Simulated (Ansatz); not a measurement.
The cluster Mg₂H⁻: single points at one geometry.

```yaml
crystal:
  periodic: [false, false, false]
  atoms:
    - {symbol: Mg, position_ang: [0.515209, -1.030065, -2.344099]}
    - {symbol: Mg, position_ang: [-0.081850, 0.176274, 0.392811]}
    - {symbol: H, position_ang: [-0.433358, 0.853791, 1.951288]}
basis:
  gaussian: {orbitals: def2-TZVPD, initial_orbitals: start.molden}
total_charge: -1
magnetization: {spin_polarized: true, initial_magnetization: 2}
hamiltonian: {xc: r2scan, dispersion: d4}
scf: {omitted_lower_state_checks: [starts]}
output: {orbitals: {seedname: orbitals}}
```

The file start.molden holds the orbitals of an earlier run on this structure, at another level or in another basis.

```sh
$ ansatz run in.yaml --threads 4 --pin off --events-out ev --progress --plain --max-ram 3916MiB
```

Shortened log:

```
Functional definition: r2SCAN
667 factors; their error is unknown
mean field evaluation 1: about -10902.6763 eV, gradient 3.1e0 eV
mean field evaluation 2: about -10902.6941 eV, gradient 4.1e-2 eV
mean field evaluation 4: about -10902.6735 eV, gradient 1.9e-4 eV
mean field evaluation 8: about -10902.6730 eV, gradient 1.3e-1 eV
mean field evaluation 16: about -10902.6735 eV, gradient 5.1e-3 eV
mean field evaluation 32: about -10902.6735 eV, gradient 7.6e-6 eV
mean field -10902.67350581 eV, -400.6658612408 hartree, gradient 7.6e-6 eV, S^2 2.022488; 1 other end points of the search recorded, 0 dependent functions left out
reference -10902.67354938 eV, -400.6658628421 hartree; 14, 12 occupied and 65, 67 virtual orbitals, 667 factors
Total energy: -10902.69634541 eV, -400.6667005808 hartree
Checks for a lower state left out: starts
```

Hardware: 4 threads of Arm Neoverse V2 on a shared host. Wall time 8.5 s.

As the first input, with `gaussian: {orbitals: def2-TZVPD}`, `hamiltonian: {xc: pbe0, dispersion: d4}` (abridged; 4.3 s):

```
Functional definition: PBE0
mean field evaluation 16: about -10898.4225 eV, gradient 2.2e-4 eV
mean field -10898.42251439 eV, -400.5096401878 hartree, gradient 3.6e-6 eV, S^2 2.013219
Total energy: -10898.49964086 eV, -400.5124745331 hartree
Checks for a lower state left out: starts
```

First input, but with `hamiltonian: {xc: pbe, dispersion: d4}` (abridged; 1.2 s):

```
Functional definition: PBE
mean field -10897.41092779 eV, -400.4724650660 hartree, gradient 8.7e-6 eV, S^2 2.006974
Total energy: -10897.50057090 eV, -400.4757593895 hartree
Checks for a lower state left out: starts
```

Geometry: PBE0-D4/def2-TZVP, that of the neutral doublet.

At r2SCAN-D4/def2-TZVPD, PBE0-D4/def2-TZVPD, PBE-D4/def2-TZVPD the highest occupied level of the charge -1 triplet lies above zero (up to 1.22 eV). By energy differences its removal costs 0.53 eV (vertical, to the charge 0 doublet, at PBE-D4/def2-TZVPD); a positive level beside a positive removal energy at the same level points to self-interaction error. The order of the spin states hangs on the level: the singlet lies 0.17 eV below the triplet at PBE0-D4/def2-TZVPD, but 0.03 eV above it at r2SCAN-D4/def2-TZVPD. The singlet is doubtful at r2SCAN-D4/def2-TZVPD (restricted singlet with a triplet 0.03 eV lower at the same geometry). The structure comes from a short search, and lower isomers may exist.
